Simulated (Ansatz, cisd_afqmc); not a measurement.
System: HO, charge 0, doublet. HO (SMILES [OH], doublet).
B3LYP-D3(BJ)/def2-TZVP minimum from Ansatz (an electronic-structure program):
```
O
H 1 0.9767
```
Charge 0, spin multiplicity 2.

Total energies in cc-pVDZ, 7 correlated electrons, 1 frozen orbitals. Radicals and triplets start from unrestricted determinants; spin-orbit coupling is neglected. Correlated methods leave the cores frozen. No relativity. The Monte Carlo rows (phaseless AFQMC, CISD trial, step 0.005/hartree) carry one-sigma bars that omit the constraint's bias. Outlying blocks are dropped, and bars are widened where a walk drifts. Over all cases where full CI ran beside it in this data, AFQMC minus full CI had a median of +0.1 mEh and passed +0.4 mEh in a tenth of the cases. Full CI freezes restricted core orbitals and the other rows unrestricted ones, which leaves a small offset even where coupled cluster is exact.

| method | program | energy (Eh) | error against FCI (mEh) |
|---|---|---|---|
| HF | Ansatz | -75.39364 | 166.14 |
| MP2 | Ansatz | -75.54284 | 16.93 |
| CCSD | Ansatz | -75.55760 | 2.18 |
| CCSD(T) | Ansatz | -75.55935 | 0.43 |
| CCSDT(Q) | Ansatz | -75.55979 | -0.01 |
| CCSDTQ | Ansatz | -75.55980 | -0.02 |
| AFQMC/CISD | cisd_afqmc | -75.5596 ± 0.0001 | 0.2 ± 0.1 |
| FCI | Ansatz | -75.55978 | 0.00 |

Rough core times of Ansatz's runs on a shared machine: CCSD(T) under 20 s, CCSDT(Q) under 20 s, CCSDTQ 60 s, FCI under 20 s.
